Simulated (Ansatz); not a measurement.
# One shape, several levels: doublet C2H7Al−

We compute a comparison of 4 runs (UHF/STO-3G, U-revPBE/6-311+G**, UPBE/6-311+G**, UMP2/6-311+G**) of doublet C2H7Al−. 

The results are computed with Ansatz 0.2.0.

21 further runs of the same task are left out: 21 set aside as unsound or not needed. Runs told in other sessions of the task aren't counted.

### 1 The system as given

The species is C2H7Al− (10 atoms), meant as a doublet with charge -1. As SMILES of the parent species, `C[CH2][AlH2]`. The shape is that of a PBE0-D4/def2-TZVP optimisation. That shape belongs to the parent species and isn't relaxed for this state.

Bond lengths: C1–C2 1.528 Å, C2–Al3 1.958 Å, C1–H4 1.094 Å, C1–H5 1.093 Å, C1–H6 1.093 Å, C2–H7 1.099 Å, C2–H8 1.099 Å, Al3–H9 1.592 Å, Al3–H10 1.592 Å. Some angles: C1–C2–Al3 116.9°, C1–C2–H7 110.4°, C1–C2–H8 110.4°, Al3–C2–H7 107.2°, Al3–C2–H8 107.3°, C2–C1–H4 112.2°, C2–C1–H5 111.7°, C2–C1–H6 111.7°, C2–Al3–H9 119.8°, C2–Al3–H10 121.0°.

### 2 A single-point energy at UHF/STO-3G (run 1)

File molecule.yaml:

```yaml
crystal:
  periodic: [false, false, false]
  atoms:
    - symbol: C
      position_ang: [-0.939200, 0.315000, -0.881100]
    - symbol: C
      position_ang: [-0.218500, -0.592500, 0.114200]
    - symbol: Al
      position_ang: [1.379400, 0.134900, 0.981700]
    - symbol: H
      position_ang: [-1.818700, -0.166800, -1.319100]
    - symbol: H
      position_ang: [-0.285500, 0.607100, -1.707400]
    - symbol: H
      position_ang: [-1.279400, 1.241200, -0.410000]
    - symbol: H
      position_ang: [0.075900, -1.534200, -0.370400]
    - symbol: H
      position_ang: [-0.905800, -0.910100, 0.910700]
    - symbol: H
      position_ang: [2.176600, -0.747600, 2.039500]
    - symbol: H
      position_ang: [1.898300, 1.601800, 0.644700]
basis:
  gaussian: {orbitals: STO-3G}
total_charge: -1
magnetization: {spin_polarized: true, initial_magnetization: 1}
hamiltonian: {xc: hf}
accuracy: high
output: {orbitals: {seedname: orbitals}}
```

The run is started by

```bash
$ ansatz run molecule.yaml --threads 1 --pin off --max-ram 2610MiB --events-out events.jsonl --progress --plain --runs-dir runs
```

Log:

```text
Warning: RAYON_NUM_THREADS=1 ignored (pool sized by the plan → 1); use --threads N
Functional definition: HF
  name "HF"
  exchange = exact_x
  correlation = 0
503 factors; integrals over basis functions are off by at most 2.8e-9 eV
mean field evaluation 1: about -8636.7812 eV, gradient 1.4e1 eV
mean field evaluation 2: about -8636.9590 eV, gradient 1.4e1 eV
mean field evaluation 4: about -8638.9032 eV, gradient 1.4e0 eV
mean field evaluation 8: about -8638.9248 eV, gradient 9.1e-2 eV
mean field evaluation 16: about -8642.2543 eV, gradient 8.0e-5 eV
mean field -8642.25433331 eV, -317.5969888187 hartree, gradient 2.7e-8 eV, S^2 0.770856; 0 other end points of the search recorded, 0 dependent functions left out
reference -8642.25433331 eV, -317.5969888187 hartree; 17, 16 occupied and 9, 10 virtual orbitals, 503 factors
Total energy: -8642.25433331 eV, -317.5969888187 hartree
```

Wall time 0.26 s (1 thread of Arm Neoverse V1, shared host).

### 3 The energy at U-revPBE/6-311+G(d,p) (run 2)

File molecule.yaml:

```yaml
basis:
  gaussian:
    orbitals: 6-311+G_st__st_-spherical.json
crystal:
  periodic: [false, false, false]
  atoms:
    - {symbol: C, position_ang: [-0.939200, 0.315000, -0.881100]}
    - {symbol: C, position_ang: [-0.218500, -0.592500, 0.114200]}
    - {symbol: Al, position_ang: [1.379400, 0.134900, 0.981700]}
    - {symbol: H, position_ang: [-1.818700, -0.166800, -1.319100]}
    - {symbol: H, position_ang: [-0.285500, 0.607100, -1.707400]}
    - {symbol: H, position_ang: [-1.279400, 1.241200, -0.410000]}
    - {symbol: H, position_ang: [0.075900, -1.534200, -0.370400]}
    - {symbol: H, position_ang: [-0.905800, -0.910100, 0.910700]}
    - {symbol: H, position_ang: [2.176600, -0.747600, 2.039500]}
    - {symbol: H, position_ang: [1.898300, 1.601800, 0.644700]}
total_charge: -1
output:
  orbitals: {seedname: orbitals}
magnetization:
  spin_polarized: true
  initial_magnetization: 1
accuracy: high
hamiltonian:
  xc: {name: revPBE}
```

The basis set 6-311+G** is read from a file made from the Basis Set Exchange's data (not shown).

The run is started by

```bash
$ ansatz run molecule.yaml --threads 1 --pin off --max-ram 2610MiB --events-out events.jsonl --progress --plain --runs-dir runs
```

Log:

```text
Warning: RAYON_NUM_THREADS=1 ignored (pool sized by the plan → 1); use --threads N
Functional definition: revPBE
  name "revPBE"
  parameter kappa = 1.245
  parameter beta = 0.06672455060314922
  exchange = pbe_x(kappa = kappa, mu = beta*pi^2/3)
  correlation = pbe_c(beta = beta)
2258 factors; integrals over basis functions are off by at most 4.2e-9 eV
mean field evaluation 1: about -8776.8899 eV, gradient 3.4e1 eV
mean field evaluation 2: about -8762.3670 eV, gradient 5.9e1 eV
mean field evaluation 4: about -8783.1903 eV, gradient 2.8e0 eV
mean field evaluation 8: about -8783.2236 eV, gradient 6.3e-2 eV
mean field evaluation 16: about -8783.2236 eV, gradient 9.1e-5 eV
mean field evaluation 32: about -8782.2376 eV, gradient 7.8e-1 eV
mean field -8783.22360061 eV, -322.7775138395 hartree, gradient 7.6e-8 eV, S^2 0.753389; 3 other end points of the search recorded, 0 dependent functions left out
reference -8783.22360620 eV, -322.7775140451 hartree; 17, 16 occupied and 99, 100 virtual orbitals, 2258 factors
Total energy: -8783.22360620 eV, -322.7775140451 hartree
```

Wall time 22 s (1 thread of Arm Neoverse V1, shared host); peak memory 0.43 GiB.

Run 3 isn't shown in full; the table further down has it.

### 4 A single-point energy at UMP2/6-311+G(d,p) (run 4)

File run.yaml:

```yaml
crystal:
  periodic: [false, false, false]
  atoms:
    - symbol: C
      position_ang: [-0.939200, 0.315000, -0.881100]
    - symbol: C
      position_ang: [-0.218500, -0.592500, 0.114200]
    - symbol: Al
      position_ang: [1.379400, 0.134900, 0.981700]
    - symbol: H
      position_ang: [-1.818700, -0.166800, -1.319100]
    - symbol: H
      position_ang: [-0.285500, 0.607100, -1.707400]
    - symbol: H
      position_ang: [-1.279400, 1.241200, -0.410000]
    - symbol: H
      position_ang: [0.075900, -1.534200, -0.370400]
    - symbol: H
      position_ang: [-0.905800, -0.910100, 0.910700]
    - symbol: H
      position_ang: [2.176600, -0.747600, 2.039500]
    - symbol: H
      position_ang: [1.898300, 1.601800, 0.644700]
basis:
  gaussian:
    orbitals: 6-311+G_st__st_-spherical.json
total_charge: -1
magnetization:
  spin_polarized: true
  initial_magnetization: 1
correlation:
  method: mp2
  frozen_orbitals: {Al: 5, C: 1, H: 0}
accuracy: high
```

The basis set 6-311+G** is read from a file made from the Basis Set Exchange's data (not shown).

The run is started by

```bash
$ ansatz run run.yaml --threads 1 --pin off --max-ram 2610MiB --events-out events.jsonl --progress --plain --runs-dir runs
```

Log:

```text
Warning: RAYON_NUM_THREADS=1 ignored (pool sized by the plan → 1); use --threads N
[... 4 set-up lines as earlier in the session ...]
2258 factors; integrals over basis functions are off by at most 4.2e-9 eV
mean field evaluation 1: about -8752.4329 eV, gradient 1.4e1 eV
mean field evaluation 2: about -8752.4328 eV, gradient 1.4e1 eV
mean field evaluation 4: about -8754.1240 eV, gradient 1.4e0 eV
mean field evaluation 8: about -8754.1387 eV, gradient 1.7e-3 eV
mean field evaluation 16: about -8753.5736 eV, gradient 3.2e0 eV
mean field evaluation 32: about -8753.0904 eV, gradient 3.8e-1 eV
mean field -8754.13872795 eV, -321.7086644839 hartree, gradient 4.7e-8 eV, S^2 0.758319; 7 other end points of the search recorded, 0 dependent functions left out
7 core orbitals not correlated: weight in the atoms' cores, before any rotation towards them, 1.000 or more for the frozen orbitals, at most 0.000 for the correlated occupied ones
reference -8754.13872795 eV, -321.7086644839 hartree; 10, 9 occupied and 99, 100 virtual orbitals, 2258 factors
second order -10.70729482 eV of doubles, -0.00000000 eV of singles
Total energy: -8764.84602278 eV, -322.1021503110 hartree
```

Wall time 9 s (1 thread of Arm Neoverse V1, shared host); peak memory 0.35 GiB.

### 5 All runs side by side

```csv
run,level,frozen core orbitals,energy (Eh),HOMO energy (eV),LUMO energy (eV),⟨S²⟩,wall time
1,UHF/STO-3G,–,-317.596989,7.27,19.36,0.771,0.26 s
2,U-revPBE/6-311+G**,–,-322.777514,1.92,2.72,0.753,22 s
3,UPBE/6-311+G**,–,-322.595034,1.91,2.73,0.753,23 s
4,UMP2/6-311+G**,7,-322.102150,–,–,0.758,9 s
```

### 6 Outcome

| quantity | value |
| --- | --- |
| run 4: total energy | -322.10215 Eh |
| run 4: correlation energy (7 core orbitals frozen) | -393.5 mEh |
| run 4: ⟨S²⟩ of the reference determinant | 0.758 |

**Reading.** Totals of different functionals can't be ranked against each other. In runs 1, 2, 3 the HOMO lies above zero, from self-interaction, a short basis or an electron that isn't bound. In run 1 the basis is minimal, so the values are rough. All runs together took 54 s, the longest 23 s.
